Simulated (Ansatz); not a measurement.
# A computed series for GaAs: pressure series

Start from GaAs in the zinc blende structure (space group F-43m, No. 216; a = 5.667 Å).

Cell and atoms are relaxed at each pressure.

The values are results of r2SCAN/PAW in Ansatz (a program for electronic structure), no SOC, not measurements.

| P (GPa) | V (Å³/atom) |
|---|---|
| -1.99 | 23.427 |
| -0.99 | 23.071 |
| 0.90 | 22.473 |
| 2.10 | 22.135 |
| 4.50 | 21.532 |
| 8.98 | 20.601 |
| 14.99 | 19.614 |
| 22.49 | 18.648 |
| 29.99 | 17.870 |

A third-order Birch–Murnaghan fit to these points gives V₀ = 22.75 Å³/atom, B₀ = 73 GPa and B₀′ = 4.4. At pressure 30 GPa the volume is 78.6 % of V₀.

Measured bulk modulus of GaAs: 76.7 GPa (static lattice; corrected from measurement; as listed in Daniel Mejia-Rodriguez, S. B. Trickey, Phys. Rev. B (2018)); the computed value is 5 % below it.

Between the base and pressure 4.5 GPa the gap moves from 0.96 eV to 1.41 eV, a mean slope of 100 meV/GPa.

Load acts through the strain it causes; cell and atoms are relaxed under it. No phonon test of stability was made. Measured, GaAs leaves this structure (for a Cmcm phase) near 15 GPa (room temperature; as listed in arXiv:1906.07825).
